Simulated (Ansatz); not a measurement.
# C3HO2 radical (SMILES C#CO[C]=O): single points off equilibrium

One table from this session's results is given with a row withheld; the runs are named, their logs left out.

Method: single points in def2-TZVPP; program: Ansatz 0.2.0, Gaussian basis.

Correlated methods freeze the cores. Orbitals are unrestricted.

### Where the work starts

SMILES `C#CO[C]=O`, 6 atoms, charge 0, spin multiplicity 2.

Atoms are counted from 1 here; the program's logs count them from 0.

Bond lengths: C1–C2 1.162 Å, C1–H6 1.046 Å, C2–O3 1.337 Å, O3–C4 1.287 Å, C4–O5 1.185 Å. Angles: C2–C1–H6 176.8°, C1–C2–O3 177.5°, C2–O3–C4 119.0°, O3–C4–O5 135.2°.

Geometry (Å):

```
C    -1.33830   -0.40590    0.58290
C    -0.18360   -0.30480    0.49890
O     1.14310   -0.22630    0.35760
C     1.62620    0.38130   -0.66840
O     1.16880    0.96960   -1.58920
H    -2.37750   -0.45100    0.69510
```

The first run:

File run/in.yaml:

```yaml
crystal:
  periodic: [false, false, false]
  atoms:
    - {symbol: C, position_ang: [-1.338300, -0.405900, 0.582900]}
    - {symbol: C, position_ang: [-0.183600, -0.304800, 0.498900]}
    - {symbol: O, position_ang: [1.143100, -0.226300, 0.357600]}
    - {symbol: C, position_ang: [1.626200, 0.381300, -0.668400]}
    - {symbol: O, position_ang: [1.168800, 0.969600, -1.589200]}
    - {symbol: H, position_ang: [-2.377500, -0.451000, 0.695100]}
basis:
  gaussian: {orbitals: def2-TZVPP}
magnetization: {spin_polarized: true, initial_magnetization: 1}
correlation: {method: ccsd_t}
scf: {omitted_lower_state_checks: [cluster_reference]}
```

No record of the launch command was kept for these runs.

Steps of the session up to this table: CCSD(T)/def2-TZVPP; PBE0-D4/def2-TZVPP; wB97M-V/def2-TZVPP; r2SCAN-D4/def2-TZVPP; PBE-D4/def2-TZVPP; wB97X-V/def2-TZVPP; BLYP-D4/def2-TZVPP.

One table of the session follows, with a row left open; its other results are not shown here.

```
   method  RMS force component (eV/Å)  dipole (D)
  PBE0-D4                       1.541        1.82
  wB97M-V                       1.456        1.83
r2SCAN-D4                           ?           ?
   PBE-D4                       1.750        1.74
  wB97X-V                       1.484        1.86
  BLYP-D4                       1.684        1.76
```

Q: Estimate the row for r2SCAN-D4 from the others.

The run gave: RMS force component (eV/Å): 1.594; dipole (D): 1.77. In the column «RMS force component (eV/Å)» it lies between PBE0-D4 (1.541) and BLYP-D4 (1.684).
